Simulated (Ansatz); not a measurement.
Geometry optimisation of disiloxane, H6OSi2.

```yaml
crystal:
  periodic: [false, false, false]
  atoms:
    - {symbol: Si, position_ang: [-0.704036, 1.059267, -0.931535]}
    - {symbol: O, position_ang: [0.513118, 0.114001, -0.278898]}
    - {symbol: Si, position_ang: [0.798158, -1.052069, 0.886994]}
    - {symbol: H, position_ang: [-1.787495, 0.194588, -1.521072]}
    - {symbol: H, position_ang: [-0.097979, 1.908499, -2.009531]}
    - {symbol: H, position_ang: [-1.311927, 1.941786, 0.126971]}
    - {symbol: H, position_ang: [2.256315, -1.401715, 0.838995]}
    - {symbol: H, position_ang: [-0.025658, -2.283741, 0.616187]}
    - {symbol: H, position_ang: [0.448105, -0.527015, 2.254688]}
basis:
  gaussian: {orbitals: def2-TZVP}
hamiltonian: {xc: pbe0, dispersion: d4}
relax: {f_tol: 0.005, max_steps: 150}
```

```sh
$ ansatz run in.yaml --threads 4 --pin off --events-out ev --progress --plain --max-ram 10444MiB
```

It prints (some lines left out):

```
Functional definition: PBE0
mean field -17894.22342863 eV, -657.6005818620 hartree, gradient 2.9e-5 eV, S^2 0.000000; 0 other end points of the search recorded, 0 dependent functions left out
relax step   1: F+E_penalty+E_count = -17894.35787921 eV  Δ(F+E_penalty+E_count) = +0.000e0 eV  max|allowed force component| = 6.089e-1 eV/Å  Δτ_max = 0.0000 Å  (23 SCF iters, accepted)
mean field -17894.27284890 eV, -657.6023980235 hartree, gradient 2.7e-5 eV, S^2 0.000000; 0 other end points of the search recorded, 0 dependent functions left out
relax step   2: F+E_penalty+E_count = -17894.40819528 eV  Δ(F+E_penalty+E_count) = -5.032e-2 eV  max|allowed force component| = 4.309e-1 eV/Å  Δτ_max = 0.0336 Å  (26 SCF iters, accepted)
mean field -17894.28790784 eV, -657.6029514290 hartree, gradient 7.5e-6 eV, S^2 0.000000; 0 other end points of the search recorded, 0 dependent functions left out
relax step   3: F+E_penalty+E_count = -17894.42249361 eV  Δ(F+E_penalty+E_count) = -1.430e-2 eV  max|allowed force component| = 9.476e-2 eV/Å  Δτ_max = 0.1280 Å  (26 SCF iters, accepted)
mean field -17894.28850741 eV, -657.6029734631 hartree, gradient 7.9e-6 eV, S^2 0.000000; 0 other end points of the search recorded, 0 dependent functions left out
relax step   4: F+E_penalty+E_count = -17894.42361958 eV  Δ(F+E_penalty+E_count) = -1.126e-3 eV  max|allowed force component| = 3.862e-2 eV/Å  Δτ_max = 0.0334 Å  (26 SCF iters, accepted)
mean field -17894.28858895 eV, -657.6029764594 hartree, gradient 2.4e-5 eV, S^2 0.000000; 0 other end points of the search recorded, 0 dependent functions left out
relax step   5: F+E_penalty+E_count = -17894.42374445 eV  Δ(F+E_penalty+E_count) = -1.249e-4 eV  max|allowed force component| = 1.846e-3 eV/Å  Δτ_max = 0.0060 Å  (27 SCF iters, accepted)
mean field -17894.28858895 eV, -657.6029764594 hartree, gradient 2.3e-5 eV, S^2 0.000000; 1 other end points of the search recorded, 0 dependent functions left out
Total energy: -17894.42377947 eV, -657.6079446196 hartree
Atom 0 at    -0.702291     1.048814    -0.921045 Å, force    -0.001846    -0.000252     0.000527 eV/Å
Atom 1 at     0.432517     0.094921    -0.234816 Å, force     0.000596     0.000727    -0.000899 eV/Å
Atom 2 at     0.786741    -1.043850     0.881570 Å, force    -0.000944    -0.000258     0.000725 eV/Å
Atom 3 at    -1.774675     0.216107    -1.526409 Å, force     0.000879    -0.000495     0.000341 eV/Å
Atom 4 at    -0.049612     1.862648    -1.974489 Å, force     0.000119     0.000267    -0.000081 eV/Å
Atom 5 at    -1.305207     1.944980     0.100382 Å, force     0.000936    -0.000387     0.000137 eV/Å
Atom 6 at     2.234600    -1.349354     0.789769 Å, force     0.000251    -0.000445     0.000251 eV/Å
Atom 7 at    -0.001164    -2.277734     0.623467 Å, force     0.000143     0.000663    -0.000222 eV/Å
Atom 8 at     0.467691    -0.542930     2.244370 Å, force    -0.000135     0.000181    -0.000779 eV/Å
Dipole moment:    -0.048964    -0.011632     0.027060 e Å
```

Hardware: 4 threads of an Arm Neoverse V2 on a shared host. Wall time 6.5 s, peak host memory 0.28 GiB.
